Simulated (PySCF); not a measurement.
C₂H, SMILES [C]#C, multiplicity 2.

The structure is a stationary point at B3LYP-D3(BJ)/def2-TZVPD. The isomer is the one that the SMILES or the coordinates give; other isomers of the formula were not compared.

Computed with B3LYP-D3(BJ)/def2-TZVPD run with PySCF.

No scaling factor is applied to the harmonic values.

Modes within 1.5 cm⁻¹ of each other (mostly degenerate sets) share a row, with their intensities summed.

```csv
mode,ν (cm⁻¹),IR (km/mol),moving atoms (share of kinetic energy)
1–2,303,11.1,"H 73 %, C 27 %"
3,2094,4.5,"C 90 %, H 10 %"
4,3452,57.0,"H 86 %, C 14 %"
```
